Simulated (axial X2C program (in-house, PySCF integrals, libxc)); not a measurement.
HCl⁺: from the spin-free to the two-component result

All values were computed with an axial X2C code built on PySCF integrals. Spin-free means the one-electron spin-free X2C Hamiltonian; two-component (2c) means X2C with spin–orbit coupling and atomic mean-field two-electron Coulomb and Gaunt terms, so the difference of the two also holds small scalar two-electron terms. Basis: Cl dyall-av3z [9s8p3d2f], H dyall-v3z [6s2p1d] (cores contracted in-house); Gaussian nuclei, density fitting, unrestricted open shells. Masses: Cl 34.969 u, H 1.008 u.

Spin-free state: M_S = 1/2, Λ = 1 (beyond evenly filled blocks: π+α, π+β, π-α); fragments Cl+ + H.

```csv
level,Re (Å),ωe (cm⁻¹),De (eV),μ (D)
PBE0,1.324,2654.6,4.696,1.74
HF,1.305,2813.6,3.404,1.75
MP2,1.314,2723.9,4.574,n/a
CCSD,1.317,2702.9,4.606,n/a
CCSD(T),1.319,2682.2,4.660,n/a
B97-3,1.324,2647.0,4.827,1.73
```

Correlated methods: 7 electrons correlated (number of frozen shells: Cl 2 s, 1 p; H none), 129 virtual spin orbitals or spinors in MP2, 77 natural virtuals in coupled cluster.

Dipoles are positive if H is the positive end and refer to the centre of mass.

Q: Within this multiplet, which Ω should lie lowest by the rule for regular and inverted multiplets?

A: The open π shell holds three electrons, one hole, so the multiplet is inverted: Ω = Λ + 1/2 = 3/2. The PBE0 2c search agrees, though Ω = 1/2 of the search lies only 0.08 eV higher.

Two-component determinant lowest at the distance of the search:

Ω = 3/2 (⟨Sz⟩ = 0.50, ⟨Lz⟩ = 1.00 at HF); fragments Cl+ + H.

```tsv
level	Re (Å)	ωe (cm⁻¹)	De (eV)	μ (D)
PBE0	1.324	2654.2	4.732	1.74
HF	1.305	2813.4	3.433	1.75
MP2	1.315	2723.6	4.569	n/a
CCSD	1.317	2702.6	4.613	n/a
CCSD(T)	1.319	2681.9	4.658	n/a
B97-3	1.324	2646.6	4.853	1.73
```

Q: From the two tables, how do the constants change at the CCSD(T) level (2c against spin-free)?

A: At the CCSD(T) level Re is unchanged within 0.001 Å and ωe decreases by 0.3 cm⁻¹; De changes by -0.002 eV.

The state is a single determinant with fixed occupations, the lowest that a limited PBE0 search found. Dissociation energies refer to the lowest single-determinant-based atoms at the same level and basis. Density functionals use the spin component along the axis (collinear). CCSD and (T) use frozen natural virtuals with an MP2 correction for the truncation; (T) itself is uncorrected, so its De runs slightly low. The 2c atoms are single determinants rather than J levels; their spin–orbit lowering is only partly caught, and De is too large by that part. This holds for PBE0. The functionals have no current-density term, which raises determinants with orbital currents, atoms included.
